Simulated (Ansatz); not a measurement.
**Magnesium, hcp: convergence with Methfessel-Paxton smearing**

Computed with Ansatz, LDA, scalar-relativistic PAW, on the relaxed cell (a = 3.133 Å, c = 5.085 Å (c/a = 1.623); spin not included). Errors count from a run at 420 eV on a Γ-centred 19×19×10 mesh with Fermi-Dirac smearing of 0.1 eV, extrapolated to zero width. Fixed here: cutoff 420 eV, mesh 12×12×6. The SCF starts from atomic densities corrected by a trained network.

| width (eV) | E(σ→0) error (meV/atom) | F error (meV/atom) | P (GPa) | SCF iterations |
| --- | --- | --- | --- | --- |
| 0.01 | -1.6 | -1.6 | 0.00 | 5 |
| 0.03 | -1.6 | -1.6 | 0.01 | 5 |
| 0.1 | -1.7 | -2.0 | 0.02 | 5 |
| 0.2 | -2.7 | -3.1 | 0.02 | 5 |
| 0.3 | -3.3 | -3.5 | 0.01 | 5 |
| 0.6 | -3.7 | -2.8 | 0.01 | 5 |
| 1.0 | -1.6 | -0.2 | 0.05 | 5 |
